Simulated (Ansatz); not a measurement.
Anatase TiO2 (metastable phase) was calculated with revPBE (plane waves, PAW; Ansatz, a first-principles code).

Settings: plane-wave cutoff 520 eV, 12×12×12 k mesh, Fermi–Dirac smearing 0.01 eV, no spin polarisation, scalar-relativistic PAW data made under PBE.

Computed at the level's own relaxed cell.

Task: Estimate the equilibrium volume per atom, bulk modulus and c axis length that the calculation returns.

Result: 
equilibrium volume per atom: 11.87 Å³/atom
bulk modulus: 167 GPa
c axis length: 9.776 Å

Measured, for comparison: lattice parameter c 9.514 Å (room temperature, not corrected to a static lattice; as tabulated in Horn, Schwerdtfeger, Meagher, Refinement of the structure of anatase at several …). Computed (rounded) less measured: lattice parameter c +2.8 %.

Note: the bulk modulus comes from volumes at which shape and atoms were relaxed.

Computed values are for the static lattice.

Cost on a shared machine: about 17 core-minutes (a rough figure).
